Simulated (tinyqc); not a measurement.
Worked calculation (part 2 of 2): RHF in the sto-6g basis, for OH-, spin multiplicity 1. The basis has no diffuse functions, so it cannot describe the extra electron: this is an exercise in the method, not the real anion. Computed by tinyqc, a small Python program that keeps every step (integrals from PySCF). Command: `OMP_NUM_THREADS=1 python tinyqc.py 21047 21048 out.jsonl` (the two numbers bound the seeds that draw the settings). One thread of a shared host (Intel(R) Xeon(R) Processor @ 2.60GHz), about 0.1 s of CPU time with the checks.

Geometry (angstrom):
```
atom,x,y,z
O,0.000000,0.000000,0.000000
H,0.000000,0.000000,1.083000
```

## Iteration 4: diagonalisation and new density

extrapolated F (hartree):
```
,1O 1s,1O 2s,1O 2px,1O 2py,1O 2pz,2H 1s
1O 1s,-19.673413,-4.782952,-0.001165,-0.000657,-0.019222,-0.866307
1O 2s,-4.782952,-1.677915,0.000158,0.000089,-0.025316,-0.586446
1O 2px,-0.001165,0.000158,0.227515,0.000570,0.012849,-0.005410
1O 2py,-0.000657,0.000089,0.000570,0.226826,0.007246,-0.003051
1O 2pz,-0.019222,-0.025316,0.012849,0.007246,0.476888,-0.282769
2H 1s,-0.866307,-0.586446,-0.005410,-0.003051,-0.282769,-0.025905
```

X:
```
,1O 1s,1O 2s,1O 2px,1O 2py,1O 2pz,2H 1s
1O 1s,1.021695,-0.127066,0.000000,0.000000,-0.006335,0.019223
1O 2s,-0.127066,1.099446,0.000000,0.000000,0.066984,-0.248517
1O 2px,0.000000,0.000000,1.000000,0.000000,0.000000,0.000000
1O 2py,0.000000,0.000000,0.000000,1.000000,0.000000,0.000000
1O 2pz,-0.006335,0.066984,0.000000,0.000000,1.057095,-0.212537
2H 1s,0.019223,-0.248517,0.000000,0.000000,-0.212537,1.133329
```

Diagonalise F' = X^T F X, C = X C', fill 5 alpha and 5 beta electrons from the bottom; D = 2 C_occ C_occ^T. Each column has its largest component positive (the first on a tie).

F' = X^T F X (hartree):
```
,1,2,3,4,5,6
1,-19.352394,-2.472105,-0.001396,-0.000787,-0.044496,-0.122722
2,-2.472105,-0.737186,0.002527,0.001425,0.140421,-0.413770
3,-0.001396,0.002527,0.227515,0.000570,0.014750,-0.008924
4,-0.000787,0.001425,0.000570,0.226826,0.008319,-0.005033
5,-0.044496,0.140421,0.014750,0.008319,0.665568,-0.494948
6,-0.122722,-0.413770,-0.008924,-0.005033,-0.494948,0.349376
```

orbital energies (hartree): MO1 -19.676675, MO2 -0.584793, MO3 0.076487, MO4 0.226504, MO5 0.227456, MO6 1.110727

coefficients C:
```
,MO1,MO2,MO3,MO4,MO5,MO6
1O 1s,0.996729,-0.230897,0.092006,0.000000,0.003541,-0.071809
1O 2s,0.014416,0.906412,-0.509441,0.000000,-0.021101,0.457612
1O 2px,0.000056,0.000476,-0.017683,-0.491229,0.870632,0.019516
1O 2py,0.000032,0.000269,-0.009973,0.871030,0.491004,0.011006
1O 2pz,0.002104,0.034812,0.522420,0.000000,-0.010590,0.944933
2H 1s,-0.003501,0.230435,0.711360,0.000000,0.034761,-0.911801
```

D after iteration 4:
```
,1O 1s,1O 2s,1O 2px,1O 2py,1O 2pz,2H 1s
1O 1s,2.110518,-0.483731,0.002803,0.001581,0.084175,0.017751
1O 2s,-0.483731,2.163530,-0.017861,-0.010073,-0.468669,-0.308621
1O 2px,0.002803,-0.017861,1.999238,-0.000430,-0.036882,0.035589
1O 2py,0.001581,-0.010073,-0.000430,1.999758,-0.020800,0.020071
1O 2pz,0.084175,-0.468669,-0.036882,-0.020800,0.548503,0.758551
2H 1s,0.017751,-0.308621,0.035589,0.020071,0.758551,1.120709
```

## Iteration 9 (converged): orbitals

converged F (hartree):
```
,1O 1s,1O 2s,1O 2px,1O 2py,1O 2pz,2H 1s
1O 1s,-19.683265,-4.784707,0.000000,0.000000,-0.019752,-0.866782
1O 2s,-4.784707,-1.682422,0.000000,0.000000,-0.023701,-0.587972
1O 2px,0.000000,0.000000,0.222325,0.000000,0.000000,0.000000
1O 2py,0.000000,0.000000,0.000000,0.222325,0.000000,0.000000
1O 2pz,-0.019752,-0.023701,0.000000,0.000000,0.475200,-0.289820
2H 1s,-0.866782,-0.587972,0.000000,0.000000,-0.289820,-0.030356
```

As before.

F' = X^T F X (hartree):
```
,1,2,3,4,5,6
1,-19.362297,-2.472215,0.000000,0.000000,-0.045368,-0.122790
2,-2.472215,-0.741300,0.000000,0.000000,0.144030,-0.414581
3,0.000000,0.000000,0.222325,0.000000,0.000000,0.000000
4,0.000000,0.000000,0.000000,0.222325,0.000000,0.000000
5,-0.045368,0.144030,0.000000,0.000000,0.666907,-0.502840
6,-0.122790,-0.414581,0.000000,0.000000,-0.502840,0.347726
```

orbital energies (hartree): MO1 -19.686513, MO2 -0.589115, MO3 0.067636, MO4 0.222325, MO5 0.222325, MO6 1.119028

coefficients C:
```
,MO1,MO2,MO3,MO4,MO5,MO6
1O 1s,0.996737,-0.230886,0.091955,0.000000,0.000000,-0.071881
1O 2s,0.014379,0.906482,-0.509478,0.000000,0.000000,0.457919
1O 2px,0.000000,0.000000,0.000000,0.997328,-0.073055,0.000000
1O 2py,0.000000,0.000000,0.000000,0.073055,0.997328,0.000000
1O 2pz,0.002125,0.034444,0.522091,0.000000,0.000000,0.945188
2H 1s,-0.003492,0.230394,0.712012,0.000000,0.000000,-0.911966
```

D after iteration 9:
```
,1O 1s,1O 2s,1O 2px,1O 2py,1O 2pz,2H 1s
1O 1s,2.110498,-0.483621,0.000000,0.000000,0.084348,0.017596
1O 2s,-0.483621,2.162969,0.000000,0.000000,-0.469481,-0.307912
1O 2px,0.000000,0.000000,2.000000,0.000000,0.000000,0.000000
1O 2py,0.000000,0.000000,0.000000,2.000000,0.000000,0.000000
1O 2pz,0.084348,-0.469481,0.000000,0.000000,0.547540,0.759326
2H 1s,0.017596,-0.307912,0.000000,0.000000,0.759326,1.120110
```

Within a degenerate level the vectors are fixed only up to a rotation; this is one choice.

## Convergence

Stop when the energy changes by less than 1e-10 hartree and every element of the error matrix X^T (F D S - S D F) X is below 3e-06.

Course of the cycle:
```
iteration,E (hartree),change,largest element of the error matrix
1,-73.31284697,-,6.36e-01
2,-74.42468116,-1.11e+00,6.47e-01
3,-74.75894709,-3.34e-01,1.78e-01
4,-74.78431240,-2.54e-02,2.05e-02
5,-74.78549415,-1.18e-03,1.02e-02
6,-74.78581643,-3.22e-04,2.60e-03
7,-74.78583992,-2.35e-05,1.55e-05
8,-74.78583992,-1.39e-10,9.09e-07
9,-74.78583992,-5.68e-13,1.96e-09
```

PySCF RHF in the same basis = -74.78583992 hartree

Converged in 9 iterations.

## Populations, bond orders and dipole

overlap S:
```
,1O 1s,1O 2s,1O 2px,1O 2py,1O 2pz,2H 1s
1O 1s,1.000000,0.231145,0.000000,0.000000,0.000000,0.041504
1O 2s,0.231145,1.000000,0.000000,0.000000,0.000000,0.398334
1O 2px,0.000000,0.000000,1.000000,0.000000,0.000000,0.000000
1O 2py,0.000000,0.000000,0.000000,1.000000,0.000000,0.000000
1O 2pz,0.000000,0.000000,0.000000,0.000000,1.000000,0.346557
2H 1s,0.041504,0.398334,0.000000,0.000000,0.346557,1.000000
```

Mulliken: Z minus the diagonal of D S on the atom; Loewdin: the same with S^(1/2) D S^(1/2); Mayer order: 2 sum_s sum (D(s) S)_ij (D(s) S)_ji over the two atoms.

Charges (e):
```
atom,Mulliken,Loewdin
1O,-0.738662,-0.749488
2H,-0.261338,-0.250512
```

Mayer bond orders:
```
pair,order
2-1,0.931702
```

dipole moment about the origin, x y z (debye): 0.000000  0.000000  -0.736145
